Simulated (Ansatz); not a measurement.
Ansatz (an electronic-structure program) input:

Ansatz 0.2 input:
```yaml
crystal:
  periodic: [false, false, false]
  atoms:
    - {symbol: C, position_ang: [1.28821393, 0.13704514, 0.01192045]}
    - {symbol: C, position_ang: [0.00466619, 0.47258385, 0.00111358]}
    - {symbol: H, position_ang: [1.60232982, -0.90099925, 0.01239769]}
    - {symbol: H, position_ang: [2.07098219, 0.88456380, 0.02066987]}
    - {symbol: H, position_ang: [-0.26121508, 1.52666987, 0.00110742]}
    - {symbol: C, position_ang: [-1.13838143, -0.49205935, -0.01137507]}
    - {symbol: H, position_ang: [-0.78875001, -1.52536103, -0.01056700]}
    - {symbol: H, position_ang: [-1.78307485, -0.34713453, 0.86039285]}
    - {symbol: H, position_ang: [-1.76726422, -0.34315674, -0.89395457]}
basis:
  gaussian:
    orbitals: cc-pVTZ-DK
magnetization: {spin_polarized: false}
correlation: {method: ccsd_t, electrons: outside_noble_gas}
```

Q: What final total energy does it print?

A: -117.72636 Eh (X2C-CCSD(T)/cc-pVTZ-DK). The basis has 174 functions. The run takes about 30 core-seconds (a rough figure).
